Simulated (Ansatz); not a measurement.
**Tungsten, bcc under PBEsol: structure, energy and stiffness**

Aim: take tungsten in the bcc structure, relax it, solve it on a dense k-mesh, switch on spin-orbit coupling, then scale the cell to 7 volumes from 88 to 112 % of the relaxed one and try a fit of the equation of state. The k-meshes are 14×14×14 for the relaxation; 23×23×23 for the dense run; 14×14×14 for spin-orbit coupling; 23×23×23 for the volumes. The starting cell is the deposited one, from the Crystallography Open Database.

Program: Ansatz 0.2.0. Level of theory: DFT PBEsol, plane waves (420 eV) with PAW, scalar-relativistic; the PAW data stem from PBE, with regenerated cores. These are calculated values, not measurements.

### 1 The structure to begin with

It takes space group Im-3m (No. 229, cubic). The conventional cell has a = 3.165 Å, b = 3.165 Å, c = 3.165 Å, α = 90.00°, β = 90.00°, γ = 90.00°. W (site symmetry m-3m) has 8 W at 2.74 Å as nearest neighbours.

Structure file:

```cif
data_structure
_symmetry_space_group_name_H-M 'Im-3m'
_symmetry_Int_Tables_number 229
_cell_length_a 3.1647
_cell_length_b 3.1647
_cell_length_c 3.1647
_cell_angle_alpha 90.000
_cell_angle_beta 90.000
_cell_angle_gamma 90.000
_cell_volume 31.69
loop_
_atom_site_label
_atom_site_type_symbol
_atom_site_symmetry_multiplicity
_atom_site_Wyckoff_symbol
_atom_site_fract_x
_atom_site_fract_y
_atom_site_fract_z
_atom_site_occupancy
W1 W 2 a 0.00000 0.00000 0.00000 1
```

### 2 Geometry optimisation

Input file input.yaml:

```yaml
crystal:
  lattice:
    - [-1.58234, 1.58234, 1.58234]
    - [1.58234, -1.58234, 1.58234]
    - [1.58234, 1.58234, -1.58234]
  atoms:
    - { symbol: W, position: [0.0, 0.0, 0.0] }
hamiltonian:
  xc: pbesol
  pseudopotentials:
    kind: paw
    azcp:
      W: "pseudopotentials/W.paw.azcp"
basis:
  ecutwfc: 420
  fft_grid_basis: typed
kpoints:
  mp_grid: { grid: [14, 14, 14], shift: [0, 0, 0] }
magnetization:
  spin_polarized: false
scf:
  occupations: { method: fermi_dirac, width: 0.1 }
relax:
  max_steps: 60
  f_tol: 0.01
  cell: {}
```

Further steps of the session: Single point on a dense mesh; A two-component run at the same geometry; Equation of state: 88 %; Equation of state: 92 %; Equation of state: 96 %; Equation of state: 100 %; Equation of state: 104 %; Equation of state: 108 %; Equation of state: 112 %.

What does the calculation give? Wanted: space group; conventional cell; volume; shortest distance; gap on the mesh; V₀, B₀, B₀′.

As calculated:

| quantity | value |
| --- | --- |
| space group (spins left aside) | Im-3m (No. 229) |
| conventional cell | a = 3.155 Å |
| volume | 15.697 Å³/atom |
| shortest distance | 2.732 Å |
| against the deposited volume | -0.9 % (15.847 Å³/atom) |
| gap on the mesh | none (levels filled in part) |
| V₀, B₀, B₀′ | 15.688 Å³/atom, 323 GPa, 4.1 |

In words: Against experiment, PBEsol misses the volume by -0.9 %. The deposited cell holds zero-point motion and, unless taken cold, thermal expansion, which account for some of this. Levels at the Fermi energy are filled in part, as in a metal. Totals with and without spin-orbit coupling (-24.2 eV/atom apart) can't be read as binding, since the two-component data shift the zero of energy. The fitted modulus is 323 GPa, among the stiffest elements.
